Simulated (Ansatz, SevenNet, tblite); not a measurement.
**Equilibrium lattice constant a of wurtzite CdSe: levels of theory against measurement**

Reference value: 4.298 Å (measured, temperature not stated, not corrected to a static lattice; as tabulated in PVEducation, CdSe (wurtzite), citing its ref. 1).

### Question
What do GFN1-xTB, SevenNet-l3i5, LDA, PBE, r²SCAN give, and how far is each from the reference?

### Answer

| level (code) | value (Å) | difference (%) |
|---|---|---|
| GFN1-xTB (tblite) | 4.384 | +2.00 |
| SevenNet-l3i5 | 4.391 | +2.16 |
| LDA (Ansatz) | 4.247 | -1.19 |
| PBE (Ansatz) | 4.383 | +1.98 |
| r²SCAN (Ansatz) | 4.340 | +0.98 |

The reference's temperature isn't stated, so close values are not ranked against it. Off by more than 1.25 %, or 1.75 % on the side where a correction would as a rule narrow the miss (bounds picked here): SevenNet-l3i5 (+2.16 %), GFN1-xTB (+2.00 %), PBE (+1.98 %).

The measured value isn't corrected to a static lattice, so vibrations enter the comparison.  GFN1-xTB: the method was fitted mainly to molecules. GFN1-xTB: the run uses a supercell at the zone centre in place of a k mesh. Cutoffs differ between the levels. Ansatz's density-functional and Hartree–Fock values are scalar-relativistic unless marked +SOC, with PAW data made under PBE.

Machine-learned potentials (SevenNet-l3i5) are trained on DFT data: a solid inside that data is no test of them.

Differences are worked out from the printed values.

Ansatz is an electronic-structure program.
